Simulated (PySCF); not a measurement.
Computed with B3LYP-D3(BJ)/def2-TZVP // PBE-D3(BJ)/def2-SVP in PySCF 2.14.0. Isolated molecules, 0 K electronic values unless said otherwise. B3LYP has the VWN-RPA correlation part, as in Gaussian. 

Reference species (SMILES): `[NH2]` (neutral, multiplicity 2).

| Quantity | Result |
|---|---|
| dipole moment | 1.96 D |

Changed species: `[CH3]` (free radical CH3; the reference has free radical NH2).

### Question
Give the shifts of the dipole moment.

### Answer
the dipole moment decreases by 1.96 D, to 0.00 D.
